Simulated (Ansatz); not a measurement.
Mulliken charges of C2H3O2 (`CC([O])=O`) radical from PBE/def2-TZVPP in Ansatz (PBE0-D4/def2-TZVP geometry).

```csv
atom,x (Å),y (Å),z (Å),charge (e)
C1,0.140,0.458,-0.484,-0.241
C2,-0.172,-0.523,0.583,0.266
O3,0.639,-0.902,1.456,-0.180
O4,-1.275,-1.097,0.715,-0.180
H5,-0.766,0.983,-0.788,0.109
H6,0.537,-0.082,-1.347,0.115
H7,0.896,1.162,-0.136,0.109
```

Question: By hand: the dipole of these point charges (1 e Å = 4.8032 D).

Answer: Σ q r = (0.111, 0.335, -0.375) e Å, of length 0.515 e Å = 2.47 D.

Question: How does the dipole of the full density compare? (Estimate.)

Answer: Computed: (0.140, 0.431, -0.474) e Å, 3.15 D; the point charges give 0.78 times that, at 1° from its direction.

Point charges leave out the atoms' own dipoles, such as those of lone pairs, and Mulliken's split depends on the basis, so the two needn't agree.
